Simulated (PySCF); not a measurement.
Gas-phase reaction: 4 H2SiNH + 3 SiH4 → 2 trisilylamine + SiH2(NH2)2

Method: PySCF energies plus ideal-gas RRHO corrections (1 bar). † marks an energy on the PBE0/def2-TZVP geometry and frequencies; other levels use their own. MP2 freezes the core. 6-31G* has spherical d functions here. All species are closed-shell singlets. B3LYP is the form with VWN-RPA correlation. No R ln 2 is added for the mirror-image form of SiH2(NH2)2. H2SiNH, SiH2(NH2)2: computed as isolated molecules; such fragments, hydroxides, amides, oligomers or adducts are transient or little studied in the gas. MP2 isn't extrapolated to the basis-set limit; its ΔH°(298 K) is -1045.5 kJ in def2-SVP and -1075.8 kJ in def2-TZVPP. The harmonic model lacks anharmonicity and excited electronic states, which grow with temperature; levels with a mode under 35 cm⁻¹ are left out. Internal rotation in trisilylamine, SiH2(NH2)2 is treated as a harmonic vibration of one conformer, which makes the entropy rough.

```json
[
 {"level": "B3LYP/6-31G*", "ΔE electronic, kJ": "-1014", "ΔH°(298 K), kJ": "-965", "ΔS°(298 K), J/K": "-571", "ΔG°(1000 K), kJ": "-410"},
 {"level": "B3LYP/def2-TZVP†", "ΔE electronic, kJ": "-1019", "ΔH°(298 K), kJ": "-972", "ΔS°(298 K), J/K": "-574", "ΔG°(1000 K), kJ": "-414"},
 {"level": "HF/6-31G*", "ΔE electronic, kJ": "-1182", "ΔH°(298 K), kJ": "-1132", "ΔS°(298 K), J/K": "-591", "ΔG°(1000 K), kJ": "-555"},
 {"level": "HF/def2-TZVP†", "ΔE electronic, kJ": "-1181", "ΔH°(298 K), kJ": "-1133", "ΔS°(298 K), J/K": "-574", "ΔG°(1000 K), kJ": "-575"},
 {"level": "MP2/def2-SVP†", "ΔE electronic, kJ": "-1093", "ΔH°(298 K), kJ": "-1046", "ΔS°(298 K), J/K": "-574", "ΔG°(1000 K), kJ": "-487"},
 {"level": "PBE/def2-SVP", "ΔE electronic, kJ": "-1008", "ΔH°(298 K), kJ": "-963", "ΔS°(298 K), J/K": "-557", "ΔG°(1000 K), kJ": "-423"},
 {"level": "PBE0/def2-TZVP", "ΔE electronic, kJ": "-1114", "ΔH°(298 K), kJ": "-1067", "ΔS°(298 K), J/K": "-574", "ΔG°(1000 K), kJ": "-509"}
]
```
ΔH° is lowest at HF/def2-TZVP† and highest at PBE/def2-SVP. No reference value is set beside these.
